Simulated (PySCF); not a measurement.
Atomic charges against the basis set

Species: PO4 (charge -3).
Geometry (PBE0-D3(BJ)/def2-SVP, Å), atoms numbered from 1 in this order:
```
atom  x, y, z in Å
O1     0.1625   -0.3629    1.7146
P2    -0.0539    0.0215    0.1766
O3    -0.9166    1.3652    0.0792
O4     1.3672    0.2485   -0.5225
O5    -0.8287   -1.1652   -0.5650
```

PBE0 throughout (PySCF), one geometry, spherical d and f functions. Whether so highly charged an anion holds all its electrons in the gas phase wasn't checked; a finite basis holds them in any case. No counter-ion or solvent screens the charge of this multiply charged ion. The geometry's basis has no diffuse functions. Atoms taken as equivalent share a column and are averaged.

Mulliken charges (e):

| basis | functions | O1/O3/O4/O5 | P2 |
| --- | --- | --- | --- |
| STO-3G | 29 | -0.914 | +0.654 |
| 6-31G | 49 | -0.995 | +0.980 |
| 6-31G* | 74 | -0.961 | +0.844 |
| def2-SVP | 74 | -0.958 | +0.833 |
| 6-311+G(2d,p) | 143 | -1.086 | +1.343 |
| def2-TZVP | 161 | -0.955 | +0.819 |

IAO charges (e):

```
        basis  functions  O1/O3/O4/O5      P2
       STO-3G         29       -1.022  +1.088
        6-31G         49       -1.156  +1.625
       6-31G*         74       -1.202  +1.809
     def2-SVP         74       -1.201  +1.803
6-311+G(2d,p)        143       -1.220  +1.880
    def2-TZVP        161       -1.225  +1.900
```

Hirshfeld charges (e):

| basis | functions | O1/O3/O4/O5 | P2 |
| --- | --- | --- | --- |
| STO-3G | 29 | -0.840 | +0.359 |
| 6-31G | 49 | -0.780 | +0.121 |
| 6-31G* | 74 | -0.759 | +0.037 |
| def2-SVP | 74 | -0.775 | +0.101 |
| 6-311+G(2d,p) | 143 | -0.739 | -0.044 |
| def2-TZVP | 161 | -0.755 | +0.022 |

ESP-fitted charges (e):

```csv
basis,functions,O1/O3/O4/O5,P2
STO-3G,29,-1.028,+1.112
6-31G,49,-1.126,+1.502
6-31G*,74,-1.019,+1.077
def2-SVP,74,-1.092,+1.366
"6-311+G(2d,p)",143,-1.311,+2.242
def2-TZVP,161,-1.152,+1.609
```

Question: Which scheme is steadiest as the basis changes?

Answer: Largest range over the bases for any column: Hirshfeld 0.40 e, Mulliken 0.69 e, IAO 0.81 e, ESP-fitted 1.17 e. Hirshfeld charges move least and ESP-fitted charges most, counted in e. Without the minimal STO-3G basis the ranges are Hirshfeld 0.16, Mulliken 0.52, IAO 0.28, ESP-fitted 1.17 e.

Question: How much do the charges still move between the two largest bases, 6-311+G(2d,p) and def2-TZVP?

Answer: At most, over all atoms: Mulliken 0.525 e, IAO 0.019 e, Hirshfeld 0.066 e, ESP-fitted 0.633 e.

Question: What do the same runs give for the total energy and the frontier levels?

Answer: 
```
        basis  energy (Eh)  HOMO (eV)  LUMO (eV)
       STO-3G    -632.3649      22.19      33.91
        6-31G    -641.1667      11.19      20.46
       6-31G*    -641.3535      11.84      21.48
     def2-SVP    -641.0102      12.11      22.20
6-311+G(2d,p)    -641.6341       8.97      11.70
    def2-TZVP    -641.6345      10.23      19.36
```

Where the HOMO energy of this anion is positive, the outermost electrons may be held by the finite basis alone.
